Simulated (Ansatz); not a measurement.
**BHS (singlet): density functionals in def2-QZVPP**

What do functionals of several rungs give for BHS (singlet)?

Method: def2-QZVPP, all electrons in the functionals, frozen cores in the correlation of double hybrids and RPA; program: Ansatz 0.2.0, Gaussian basis.

The runs, in order: PBE, BLYP, r2SCAN, B97M-V, PBE0, B3LYP, wB97M-V, B2PLYP.

2 further runs of the same task are left out: 2 set aside as unsound or not needed.

### Step 1. The system

The geometry is a PBE0/def2-TZVP stationary point (not a proven minimum).

3 atoms, charge 0, spin multiplicity 1.

Atoms are counted from 1 here; the program's logs count them from 0.

Bond lengths: B1–S2 1.808 Å, S2–H3 1.352 Å. Angles: B1–S2–H3 85.0°.

No dispersion term is added; B97M-V, wB97M-V hold VV10 nonlocal correlation. B3LYP takes the VWN-RPA correlation.

### Step 2. PBE (unrestricted)

in.yaml

```yaml
crystal:
  periodic: [false, false, false]
  atoms:
    - {symbol: B, position_ang: [0.000000, 0.019598, 1.359942]}
    - {symbol: S, position_ang: [0.000000, -0.047562, -0.446593]}
    - {symbol: H, position_ang: [0.000000, 1.302863, -0.379325]}
basis:
  gaussian: {orbitals: "def2-QZVPP.json"}
magnetization: {spin_polarized: true, initial_magnetization: 0}
hamiltonian: {xc: {name: PBE}}
output: {orbitals: {seedname: orbitals}}
```

Command:

```bash
ansatz run in.yaml --threads 1 --pin off --events-out ev --progress --plain --max-ram 2393MiB
```

Standard output:

```text
Functional definition: PBE
  name "PBE"
  cite "Perdew, Burke & Ernzerhof, Phys. Rev. Lett. 77, 3865 (1996) doi:10.1103/PhysRevLett.77.3865"
  parent pbe
  parameter kappa = 0.804
  parameter beta = 0.06672455060314922
  exchange = pbe_x(kappa = kappa, mu = beta*pi^2/3)
  correlation = pbe_c(beta = beta)
583 factors; their error is unknown
mean field evaluation 1: about -11519.1002 eV, gradient 1.4e1 eV
mean field evaluation 2: about -11518.0253 eV, gradient 1.9e1 eV
mean field evaluation 4: about -11520.3455 eV, gradient 1.1e0 eV
mean field evaluation 8: about -11520.3465 eV, gradient 5.0e-2 eV
mean field evaluation 16: about -11520.3465 eV, gradient 1.1e-5 eV
mean field -11520.34647854 eV, -423.3649243152 hartree, gradient 9.5e-7 eV, S^2 0.000000; 2 other end points of the search recorded, 0 dependent functions left out
reference -11520.34650913 eV, -423.3649254391 hartree; 11, 11 occupied and 146, 146 virtual orbitals, 583 factors
Total energy: -11520.34650913 eV, -423.3649254391 hartree
```

Run time: 4.8 s. Hardware: 1 thread of Intel Xeon at 2.60GHz, shared host; peak memory 0.26 GiB.

From the report: ⟨S²⟩ of the determinant 0.000 (pure singlet: 0.00).

### Step 3. BLYP (unrestricted)

Changes to in.yaml since step 2:

```diff
@@ -9,3 +9,2 @@
 magnetization: {spin_polarized: true, initial_magnetization: 0}
-hamiltonian: {xc: {name: PBE}}
-output: {orbitals: {seedname: orbitals}}
+hamiltonian: {xc: {name: BLYP}}
```

Same command.

Standard output:

```text
Functional definition: BLYP
  name "BLYP"
  cite "Becke, Phys. Rev. A 38, 3098 (1988) doi:10.1103/PhysRevA.38.3098"
  cite "Lee, Yang & Parr, Phys. Rev. B 37, 785 (1988) doi:10.1103/PhysRevB.37.785"
  parameter beta = 0.0042
  parameter a = 0.04918
  parameter b = 0.132
  parameter c = 0.2533
  parameter d = 0.349
  exchange = b88_x(beta = beta)
  correlation = lyp_c(a = a, b = b, c = c, d = d)
583 factors; their error is unknown
mean field evaluation 1: about -11524.6301 eV, gradient 1.5e1 eV
mean field evaluation 2: about -11523.5035 eV, gradient 2.0e1 eV
mean field evaluation 4: about -11525.9765 eV, gradient 1.1e0 eV
mean field evaluation 8: about -11525.9790 eV, gradient 3.3e-2 eV
mean field evaluation 16: about -11525.9790 eV, gradient 1.2e-5 eV
mean field -11525.97903456 eV, -423.5719169309 hartree, gradient 2.4e-5 eV, S^2 0.000000; 2 other end points of the search recorded, 0 dependent functions left out
reference -11525.97928567 eV, -423.5719261592 hartree; 11, 11 occupied and 146, 146 virtual orbitals, 583 factors
Total energy: -11525.97928567 eV, -423.5719261592 hartree
```

Run time: 5 s. Hardware: 1 thread of Intel Xeon at 2.60GHz, shared host; peak memory 0.26 GiB.

From the report: ⟨S²⟩ of the determinant 0.000 (pure singlet: 0.00).

### Step 4. r2SCAN (unrestricted)

Changes to in.yaml since step 3:

```diff
@@ -9,2 +9,2 @@
 magnetization: {spin_polarized: true, initial_magnetization: 0}
-hamiltonian: {xc: {name: BLYP}}
+hamiltonian: {xc: {name: r2SCAN}}
```

The command is unchanged.

Standard output, shortened:

```text
Functional definition: r2SCAN
  name "r2SCAN"
  cite "Furness, Kaplan, Ning, Perdew & Sun, J. Phys. Chem. Lett. 11, 8208 (2020) doi:10.1021/acs.jpclett.0c02405"
  cite "Furness, Kaplan, Ning, Perdew & Sun, J. Phys. Chem. Lett. 11, 9248 (2020) doi:10.1021/acs.jpclett.0c03077"
  parent r2scan
[...]
583 factors; their error is unknown
[...]
mean field -11524.83692768 eV, -423.5299452771 hartree, gradient 4.1e-5 eV, S^2 0.210130; 4 other end points of the search recorded, 0 dependent functions left out
reference -11524.83694068 eV, -423.5299457548 hartree; 11, 11 occupied and 146, 146 virtual orbitals, 583 factors
Total energy: -11524.83694068 eV, -423.5299457548 hartree
```

Run time: 12 s. Hardware: 1 thread of Intel Xeon at 2.60GHz, shared host; peak memory 0.3 GiB.

From the report: ⟨S²⟩ of the determinant 0.210 (pure singlet: 0.00).

### Step 5. B97M-V (unrestricted)

Changes to in.yaml since step 4:

```diff
@@ -9,2 +9,2 @@
 magnetization: {spin_polarized: true, initial_magnetization: 0}
-hamiltonian: {xc: {name: r2SCAN}}
+hamiltonian: {xc: {name: B97M-V}}
```

The command is unchanged.

Standard output, shortened:

```text
Functional definition: B97M-V
  name "B97M-V"
  cite "Mardirossian & Head-Gordon, J. Chem. Phys. 142, 074111 (2015) doi:10.1063/1.4907719"
  cite "Becke, J. Chem. Phys. 107, 8554 (1997) doi:10.1063/1.475007"
  cite "Vydrov & Van Voorhis, J. Chem. Phys. 133, 244103 (2010) doi:10.1063/1.3521275"
  # Of w^i u^j: cxij and so on, Table III.
[...]
  gx(w, u) = cx00 + cx01*u + cx02*u^2 + (cx10 + cx11*u)*w
  gss(w, u) = css00 + css02*u^2 + css10*w + (css32*w^3 + css42*w^4)*u^2
  gos(w, u) = cos00 + cos01*u + cos03*u^3 + cos10*w + cos32*w^3*u^2
[...]
      + integral(e_c_pw_mod_opposite_spin*gos(b97_w_opposite, b97_u_opposite)) + vv10(b, c)
583 factors; their error is unknown
[...]
mean field -11523.76319543 eV, -423.4904863446 hartree, gradient 2.1e-5 eV, S^2 0.000000; 2 other end points of the search recorded, 0 dependent functions left out
reference -11523.76324136 eV, -423.4904880326 hartree; 11, 11 occupied and 146, 146 virtual orbitals, 583 factors
Total energy: -11523.76324136 eV, -423.4904880326 hartree
```

It took 14 s on 1 thread of Intel Xeon at 2.60GHz, shared host; peak memory 0.34 GiB.

From the report: ⟨S²⟩ of the determinant 0.000 (pure singlet: 0.00).

### Step 6. PBE0 (unrestricted)

Changes to in.yaml since step 5:

```diff
@@ -9,2 +9,3 @@
 magnetization: {spin_polarized: true, initial_magnetization: 0}
-hamiltonian: {xc: {name: B97M-V}}
+hamiltonian: {xc: {name: PBE0}}
+output: {orbitals: {seedname: orbitals}}
```

Same command.

Standard output:

```text
Functional definition: PBE0
  name "PBE0"
  cite "Adamo & Barone, J. Chem. Phys. 110, 6158 (1999) doi:10.1063/1.478522"
  cite "Perdew, Burke & Ernzerhof, Phys. Rev. Lett. 77, 3865 (1996) doi:10.1103/PhysRevLett.77.3865"
  parent pbe
  parameter a = 0.25
  parameter kappa = 0.804
  parameter beta = 0.06672455060314922
  exchange = (1 - a)*pbe_x(kappa = kappa, mu = beta*pi^2/3) + a*exact_x
  correlation = pbe_c(beta = beta)
631 factors; their error is unknown
mean field evaluation 1: about -11520.7072 eV, gradient 1.0e1 eV
mean field evaluation 2: about -11520.9518 eV, gradient 8.4e0 eV
mean field evaluation 4: about -11521.2652 eV, gradient 7.3e-1 eV
mean field evaluation 8: about -11521.2788 eV, gradient 1.7e-2 eV
mean field evaluation 16: about -11521.2788 eV, gradient 1.9e-5 eV
mean field -11521.27882273 eV, -423.3991873321 hartree, gradient 9.8e-6 eV, S^2 0.000000; 2 other end points of the search recorded, 0 dependent functions left out
reference -11521.27884573 eV, -423.3991881772 hartree; 11, 11 occupied and 146, 146 virtual orbitals, 631 factors
Total energy: -11521.27884573 eV, -423.3991881772 hartree
```

It took 6.5 s on 1 thread of Intel Xeon at 2.60GHz, shared host; peak memory 0.34 GiB.

From the report: ⟨S²⟩ of the determinant 0.000 (pure singlet: 0.00).

### Step 7. B3LYP (unrestricted)

Changes to in.yaml since step 6:

```diff
@@ -9,3 +9,2 @@
 magnetization: {spin_polarized: true, initial_magnetization: 0}
-hamiltonian: {xc: {name: PBE0}}
-output: {orbitals: {seedname: orbitals}}
+hamiltonian: {xc: {name: B3LYP}}
```

Launched as before.

Standard output, shortened:

```text
Functional definition: B3LYP
  name "B3LYP"
  cite "Stephens, Devlin, Chabalowski & Frisch, J. Phys. Chem. 98, 11623 (1994) doi:10.1021/j100096a001"
  cite "Becke, Phys. Rev. A 38, 3098 (1988) doi:10.1103/PhysRevA.38.3098"
  cite "Lee, Yang & Parr, Phys. Rev. B 37, 785 (1988) doi:10.1103/PhysRevB.37.785"
  cite "Vosko, Wilk & Nusair, Can. J. Phys. 58, 1200 (1980) doi:10.1139/p80-159"
[...]
606 factors; their error is unknown
[...]
mean field -11526.80471354 eV, -423.6022600738 hartree, gradient 6.0e-6 eV, S^2 0.000000; 2 other end points of the search recorded, 0 dependent functions left out
reference -11526.80490071 eV, -423.6022669522 hartree; 11, 11 occupied and 146, 146 virtual orbitals, 606 factors
Total energy: -11526.80490071 eV, -423.6022669522 hartree
```

It took 6.5 s on 1 thread of Intel Xeon at 2.60GHz, shared host; peak memory 0.33 GiB.

From the report: ⟨S²⟩ of the determinant 0.000 (pure singlet: 0.00).

### Step 8. wB97M-V (unrestricted)

Changes to in.yaml since step 7:

```diff
@@ -9,2 +9,3 @@
 magnetization: {spin_polarized: true, initial_magnetization: 0}
-hamiltonian: {xc: {name: B3LYP}}
+hamiltonian: {xc: {name: wB97M-V}}
+output: {orbitals: {seedname: orbitals}}
```

Same command.

Standard output, shortened:

```text
Functional definition: wB97M-V
  name "wB97M-V"
  cite "Mardirossian & Head-Gordon, J. Chem. Phys. 144, 214110 (2016) doi:10.1063/1.4952647"
  cite "Becke, J. Chem. Phys. 107, 8554 (1997) doi:10.1063/1.475007"
  cite "Vydrov & Van Voorhis, J. Chem. Phys. 133, 244103 (2010) doi:10.1063/1.3521275"
  # Of w^i u^j: cxij and so on, Table III.
[...]
  gx(w, u) = 1 - cx + cx01*u + cx10*w
  gss(w, u) = css00 + css04*u^4 + css10*w + css20*w^2 + css43*w^4*u^3
  gos(w, u) = cos00 + cos10*w + (cos20 + cos21*u)*w^2 + (cos60 + cos61*u)*w^6
[...]
      + integral(e_c_pw_mod_opposite_spin*gos(b97_w_opposite, b97_u_opposite)) + vv10(b, c)
603 factors; their error is unknown
140 factors; integrals over basis functions are off by at most 2.6e-5 eV
[...]
mean field -11525.30519913 eV, -423.5471539355 hartree, gradient 4.3e-5 eV, S^2 0.000000; 1 other end points of the search recorded, 0 dependent functions left out
reference -11525.30523619 eV, -423.5471552976 hartree; 11, 11 occupied and 146, 146 virtual orbitals, 603 factors
Total energy: -11525.30523619 eV, -423.5471552976 hartree
```

It took 7.5 s on 1 thread of Intel Xeon at 2.60GHz, shared host; peak memory 0.34 GiB.

From the report: ⟨S²⟩ of the determinant 0.000 (pure singlet: 0.00).

### Step 9. B2PLYP (unrestricted)

Changes to in.yaml since step 8:

```diff
@@ -9,3 +9,3 @@
 magnetization: {spin_polarized: true, initial_magnetization: 0}
-hamiltonian: {xc: {name: wB97M-V}}
-output: {orbitals: {seedname: orbitals}}
+hamiltonian: {xc: {name: B2PLYP}}
+correlation: {electrons: outside_noble_gas}
```

Launched as before.

Standard output, shortened:

```text
Functional definition: B2PLYP
  name "B2PLYP"
  cite "Grimme, J. Chem. Phys. 124, 034108 (2006) doi:10.1063/1.2148954"
  cite "Becke, Phys. Rev. A 38, 3098 (1988) doi:10.1103/PhysRevA.38.3098"
  cite "Lee, Yang & Parr, Phys. Rev. B 37, 785 (1988) doi:10.1103/PhysRevB.37.785"
[...]
941 factors; integrals over basis functions are off by at most 1.2e-3 eV
[...]
mean field -11519.67320906 eV, -423.3401821179 hartree, gradient 1.5e-6 eV, S^2 0.054552; 5 other end points of the search recorded, 0 dependent functions left out
6 core orbitals not correlated: weight in the atoms' cores, before any rotation towards them, 1.000 or more for the frozen orbitals, at most 0.000 for the correlated occupied ones
reference -11519.67332791 eV, -423.3401864855 hartree; 5, 5 occupied and 146, 146 virtual orbitals, 941 factors
second order -9.14111172 eV of doubles, -0.00000000 eV of singles
Total energy: -11522.14142807 eV, -423.4308874936 hartree
```

It took 18 s on 1 thread of Intel Xeon at 2.60GHz, shared host; peak memory 0.37 GiB.

From the report: ⟨S²⟩ of the determinant 0.055 (pure singlet: 0.00).

### Step 10. Side by side

```
functional  energy (eV)   ⟨S²⟩   time
       PBE  -11520.3465  0.000  4.8 s
      BLYP  -11525.9793  0.000    5 s
    r2SCAN  -11524.8369  0.210   12 s
    B97M-V  -11523.7632  0.000   14 s
      PBE0  -11521.2788  0.000  6.5 s
     B3LYP  -11526.8049  0.000  6.5 s
   wB97M-V  -11525.3052  0.000  7.5 s
    B2PLYP  -11522.1414  0.055   18 s
```

Orbital levels of the runs that wrote orbitals: PBE HOMO -5.66, LUMO -3.24 eV; PBE0 HOMO -6.80, LUMO -2.20 eV; wB97M-V HOMO -8.99, LUMO -0.08 eV.

### Step 11. What came out

```
                quantity                   value
spread of total energies                  6.5 eV
       quickest, slowest  PBE 4.8 s, B2PLYP 18 s
```

In words: Total energies of different functionals can't be ranked; only differences within one functional count.
